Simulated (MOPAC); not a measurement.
MOPAC input (AM1):

```
AM1 PRECISE GNORM=0.05 LET XYZ CHARGE=-1 GEO-OK AUX(PRECISION=9) THREADS=1
C2H5O

C    -0.01241639 1    1.32206426 1   -0.15805984 1
O     0.00414915 1    0.05348056 1    0.61048173 1
C     0.00797392 1   -1.09297501 1   -0.17315524 1
H     0.86116398 1    1.24654712 1   -0.85628355 1
H    -0.89501764 1    1.23163680 1   -0.84304143 1
H     0.02047670 1   -1.98820923 1    0.47696201 1
H    -0.88196323 1   -1.15369441 1   -0.83042416 1
H     0.88880180 1   -1.13866028 1   -0.84377624 1
```

**Question.** What heat of formation does the run end on?

**Answer.** -8.68 kcal/mol.
